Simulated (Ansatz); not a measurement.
## fcc Sr

Method: HSE06 (plane waves, PAW; Ansatz, a first-principles code).

Numerical settings: plane-wave cutoff 500 eV, 8×8×8 k mesh, Fermi–Dirac smearing 0.1 eV, scalar-relativistic PAW data made under PBE.

Cell (relaxed at this level):

```cif
data_Sr
_chemical_formula_sum 'Sr1'
_space_group_name_H-M_alt 'P 1'
_space_group_IT_number 1
_cell_length_a 4.32806
_cell_length_b 4.32806
_cell_length_c 4.32806
_cell_angle_alpha 60.000
_cell_angle_beta 60.000
_cell_angle_gamma 60.000
loop_
_space_group_symop_operation_xyz
  'x, y, z'
loop_
_atom_site_label
_atom_site_type_symbol
_atom_site_fract_x
_atom_site_fract_y
_atom_site_fract_z
_atom_site_occupancy
Sr1 Sr 0.00000 0.00000 0.00000 1
```

```
Property                    Result
-------------------  -------------
volume per atom      57.33 Å³/atom
lattice parameter a        6.121 Å
```

Measured, for comparison: equilibrium volume per atom 55.22 Å³/atom, lattice constant a 6.045 Å (low-temperature or extrapolated to 0 K; zero-point anharmonic expansion removed; as tabulated in Csonka et al. (2009), arXiv:0903.4037). Computed (rounded) less measured: equilibrium volume per atom +3.8 %, lattice constant a +1.3 %.

Note: exact exchange on metals is sensitive to the k mesh and can open a false gap; the run warned that the count of filled bands differs between k points.

Computed values are for the static lattice.
